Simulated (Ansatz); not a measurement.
Cost and result for the atomization energy of `OC(O)(O)O` (9 atoms, 8 bonds).

```json
{"atom": "O1", "x (Å)": "-1.0780", "y (Å)": "-0.8580", "z (Å)": "0.1121"}
{"atom": "C2", "x (Å)": "-0.0001", "y (Å)": "0.0000", "z (Å)": "0.0000"}
{"atom": "O3", "x (Å)": "-0.3446", "y (Å)": "1.3381", "z (Å)": "0.0343"}
{"atom": "O4", "x (Å)": "0.5922", "y (Å)": "-0.2412", "z (Å)": "-1.2254"}
{"atom": "O5", "x (Å)": "0.8301", "y (Å)": "-0.2390", "z (Å)": "1.0790"}
{"atom": "H6", "x (Å)": "-1.3602", "y (Å)": "-0.8412", "z (Å)": "1.0325"}
{"atom": "H7", "x (Å)": "-0.7426", "y (Å)": "1.5512", "z (Å)": "-0.8161"}
{"atom": "H8", "x (Å)": "0.6416", "y (Å)": "-1.1965", "z (Å)": "-1.3342"}
{"atom": "H9", "x (Å)": "1.4617", "y (Å)": "0.4866", "z (Å)": "1.1180"}
```

Total charge 0; spin multiplicity 1. The structure was optimised at the PBE0-D4/def2-TZVP level. It is one conformer, not always the lowest. Program: Ansatz. All runs use 2 threads of an Arm Neoverse V1 on a shared host. Times are those of one run each, without the atoms' runs, and a repeat can differ threefold. Electronic energies, without spin–orbit coupling; frozen cores. CCSD(T)/CBS adds CCSD(T) − MP2 in def2-TZVPP to the MP2 limit, and its time is that of the two runs behind it. T1 = 0.011. B3LYP takes the VWN-RPA correlation (the form of Gaussian; ORCA's B3LYP/G). HSE06 is the plane-wave form, built on full-range PBE exchange.

CCSD(T)/CBS is a level of theory with its own doubt, some kJ/mol a heavy atom from the limit and from the frozen cores, so smaller differences don't rank the functionals.

```tsv
level	functions	wall time	atomization (kJ/mol)	difference from CCSD(T)/CBS	per bond
LDA (SPW92)/def2-TZVPP	211	1.4 s	4264.7	712.4	89.1
revPBE-D4/def2-TZVPP	211	2.4 s	3524.1	-28.2	-3.5
BLYP-D4/def2-TZVPP	211	2.4 s	3543.6	-8.7	-1.1
BHLYP-D4/def2-TZVPP	211	3.5 s	3317.8	-234.5	-29.3
PBE0-D4/def2-TZVPP	211	3.6 s	3526.1	-26.2	-3.3
HSE06-D4/def2-TZVPP	211	4 s	3530.7	-21.6	-2.7
B3LYP-D4/def2-TZVPP (with forces)	211	4.9 s	3507.2	-45.1	-5.6
B2PLYP/def2-TZVPP	211	6.5 s	3486.5	-65.8	-8.2
CCSD(T)/def2-SVP	90	7 s	3320.2	-232.1	-29.0
ωB97X-V/def2-TZVPP	211	9.5 s	3541.7	-10.6	-1.3
MP2/def2-QZVPP	405	27 s	3630.7	78.4	9.8
CCSD(T)/def2-TZVPP	211	3.1 min	3436.4	-115.9	-14.5
CCSD(T)/CBS(def2)	–	3.5 min	3552.3	0.0	0.0
```

At CCSD(T), def2-SVP lies −232.1 kJ/mol from the extrapolated value and def2-TZVPP −116.0 kJ/mol: correlation converges slowly with the basis, and small sets miss more of it in the bonded molecule than in its fragments. From r2SCAN to r2SCAN0 (25 % exact exchange), in def2-TZVPP and without D4, the atomization energy moves by −110.3 kJ/mol: exact exchange takes away binding that semilocal exchange gives to molecules. In def2-TZVPP, CCSD(T) changes the Hartree–Fock value by +1154.4 kJ/mol (the triples alone add +73.7 kJ/mol) and MP2 by +1280.7 kJ/mol; breaking electron pairs costs correlation energy, which Hartree–Fock lacks.
